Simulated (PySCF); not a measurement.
Molecule: SMILES C[S@@](=O)C=S, C2H4OS2.

Molfile (atoms numbered from 1):
```
C2H4OS2
     RDKit          3D

  9  8  0  0  0  0  0  0  0  0999 V2000
   -0.7712    0.3269   -0.9336 C   0  0  0  0  0  0  0  0  0  0  0  0
    0.8829    0.5102   -0.2077 S   0  0  0  0  0  4  0  0  0  0  0  0
    0.9479    1.8264    0.4984 O   0  0  0  0  0  0  0  0  0  0  0  0
    0.7381   -0.7925    1.0421 C   0  0  0  0  0  0  0  0  0  0  0  0
    0.2719   -2.3120    0.8045 S   0  0  0  0  0  0  0  0  0  0  0  0
   -0.9089   -0.7196   -1.2378 H   0  0  0  0  0  0  0  0  0  0  0  0
   -1.5039    0.6337   -0.1748 H   0  0  0  0  0  0  0  0  0  0  0  0
   -0.8052    1.0003   -1.7996 H   0  0  0  0  0  0  0  0  0  0  0  0
    1.1466   -0.4021    1.9918 H   0  0  0  0  0  0  0  0  0  0  0  0
  2  1  1  6
  2  3  2  0
  2  4  1  0
  4  5  2  0
  1  6  1  0
  1  7  1  0
  1  8  1  0
  4  9  1  0
M  END
```

Geometry PBE0-D3(BJ)/def2-SVP throughout; GIAO in PySCF 2.14, gas phase, one conformer, non-relativistic; equivalent atoms averaged; functional PBE0.

For orientation, pcSseg-0 gives these shifts δ (against TMS, CS2, H2O at the same level): C4 325.3, C1 50.4, S5 1269.9, S2 385.6, O3 177.1, H9 13.69, H6/H7/H8 3.21 ppm.

A run gave: C4 283.7, C1 45.9, S5 1131.6, S2 444.3, O3 91.9, H9 13.09, H6/H7/H8 2.79 ppm (shifts δ (against TMS, CS2, H2O at the same level)).

Q: Which basis set was used in that run?
A. pcSseg-1
B. cc-pVTZ
C. 6-311+G(2d,p)
D. def2-TZVP

A: C. S5 tells them apart best: 6-311+G(2d,p) gives 1131.6, cc-pVTZ gives 1076.3, def2-TZVP gives 1169.4, pcSseg-1 gives 1154.7 ppm.
